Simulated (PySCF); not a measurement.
Calculated NMR parameters of O=CC(F)F

- Formula: C2H2F2O
- SMILES: O=CC(F)F
- InChI: InChI=1S/C2H2F2O/c3-2(4)1-5/h1-2H
- Degrees of unsaturation: 1
- Carbon signals: 2
- Proton signals: 2

Structure with atom numbers: `[O:1]=[CH:2][CH:3]([F:4])[F:5]` (H(Xn): hydrogen on atom n).

Isolated molecule, no relativistic terms, single conformer, rapidly exchanging positions averaged. NMR shieldings at CAM-B3LYP/pcSseg-2/GIAO; geometry from PBE0-D3(BJ)/def2-SVP; B3LYP/pcJ-1 coupling constants; PySCF 2.14.

References, each an isolated molecule treated in the same way: 1H, 13C against TMS; 19F vs CFCl3; H2O for 17O.

| carbon | δC, type | δH (multiplicity, J in Hz) | HMBC from (abs. J ≥ 3 Hz) | span of the C tensor (ppm) |
| --- | --- | --- | --- | --- |
| C2 | 204.4, CH | 9.51 (d, 6.0) | H(C3) | 199 |
| C3 | 118.5, CH | 5.29 (td, 61.9, 6.0) | H(C2) | 37 |

Other nuclei:
```tsv
atoms	nucleus	environment	δ (ppm)	σ (ppm)
F4/F5	19F	fluorine of a CF2 group	-135.1	321.1
O1	17O	aldehyde oxygen	709.7	-379.9
```

Selected couplings (Hz, signed; the shortest-range and largest first, 30 at most; isotopes 13C, 19F, 1H): 1J(C3,F4) -311.3, 1J(C3,H(C3)) 196.5, 1J(C2,H(C2)) 187.8, 1J(C2,C3) 61.1, 2J(F4,H(C3)) 61.9, 2J(C2,F4) 36.7, 3J(H(C2),H(C3)) 6.0.

Carbon types of the structure: 2 × CH, which accounts for all hydrogens. δC 204.4: aldehyde carbonyl carbon; low-lying n→π* states of the double bond to the heteroatom give a large paramagnetic term (-271 ppm). δC 118.5: sp3 CH bonded to 2 F, α to a carbonyl; 2 electronegative neighbours deshield it. δH 9.51: hydrogen on an aldehyde carbonyl carbon; deshielded by the polar, anisotropic C=O bond. δH 5.29: hydrogen on an sp3 CH bonded to 2 F, α to a carbonyl; its carbon carries F, an electronegative neighbour.

Common functionals overestimate the size of one-bond C–F couplings by tens of Hz; these are unscaled. Multiplet labels drop couplings under 1 Hz and merge nearly equal ones. Unscaled 3J(H,H) at this level run about 10 % above measured values. Shifts are as computed, not scaled to solution data. Of 1211 compounds with measured shifts, 218 miss one by over three times the rms of a fit or turn the order of signals round; such compounds aren't used in these exercises. Couplings across =CH–CH2 type bonds come from one rotamer and its mirror image, and can be 1–2 Hz further off. Unscaled 19F shifts against computed CFCl3 carry errors that often reach 10 to 50 ppm. Unscaled 17O shifts of doubly bonded oxygen tend to come out too high, by tens of ppm or more. Experimental scales use liquid or dissolved standards, which lie at an offset from isolated H2O (liquid H2O: subtract about 36 ppm). Vicinal couplings across rotatable single bonds and in flexible rings belong to the one computed conformer; a conformer average would change them.
